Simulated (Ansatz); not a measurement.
System: N2H4, charge 0, triplet. This triplet is an excited state, 4.4 eV above the singlet at CCSD(T)/cc-pVQZ (Ansatz, an electronic-structure program). N2H4 (parent SMILES NN, triplet).
B3LYP-D3(BJ)/def2-TZVP minimum from Ansatz:
```xyz
6

N     -0.6594    -0.0257     0.0274
N      0.6600     0.0252     0.0050
H     -1.0950     0.9293    -0.0243
H     -1.0207    -1.0092    -0.0531
H      1.0930    -0.9277    -0.0890
H      1.0187     1.0108    -0.0602
```
Charge 0, spin multiplicity 3.

Total energies in cc-pVDZ, 14 correlated electrons, 2 frozen orbitals. UHF or UKS for unpaired electrons; spin-orbit terms are left out. Cores are frozen in correlated methods. No relativity. The determinant of H4N2 (parent SMILES NN, triplet) is a saddle point of the SCF energy; a lower one exists, which strains HF and MP2. The spin of H4N2 (parent SMILES NN, triplet) was assumed, and the state is the lowest solution found for it.

| method | program | energy (Eh) | minus CCSDT(Q) (mEh) |
|---|---|---|---|
| HF | Ansatz | -111.00715 | 390.49 |
| MP2 | Ansatz | -111.36213 | 35.50 |
| CCSD | Ansatz | -111.38374 | 13.90 |
| CCSD(T) | Ansatz | -111.39568 | 1.96 |
| CCSDT(Q) | Ansatz | -111.39763 | 0.00 |

Rough core times of Ansatz's runs on a shared machine: CCSD(T) under 20 s, CCSDT(Q) 70 s.
